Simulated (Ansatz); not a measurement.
For hcp Os, PBE+SOC (PAW; Ansatz, an electronic-structure program) gives:

* **lattice constant a**: 2.756 Å
* **lattice parameter c**: 4.344 Å
* **bulk modulus**: 392 GPa

### Question
What does r²SCAN+SOC (Ansatz, PAW) give for the same quantities?

### Answer

- lattice constant a: 2.740 Å (falls by 0.6 %)
- lattice parameter c: 4.315 Å (decreases by 0.7 %)
- bulk modulus: 423 GPa (grows by 7.9 %)

For comparison: lattice constant a 2.734 Å (measured, 293 K, not corrected to a static lattice, our sources range from 2.734 to 2.740; as tabulated in Wikipedia's data pages); lattice parameter c 4.320 Å (measured, 293 K, not corrected to a static lattice; as tabulated in Wikipedia's data pages); bulk modulus 425 GPa (measured, zero-point energy and finite temperature contributions removed; as tabulated in doi:10.1021/acs.jctc.3c00612).

Changes are worked out from the printed values.

Unless a cell is named, each level is at its own relaxed cell (PBE+SOC 14.29, r²SCAN+SOC 14.02 Å³/atom).

Levels without +SOC leave out spin–orbit coupling, which shifts energies and cells of such heavy elements.

Ansatz's density-functional and Hartree–Fock values are scalar-relativistic unless marked +SOC, with PAW data made under PBE.
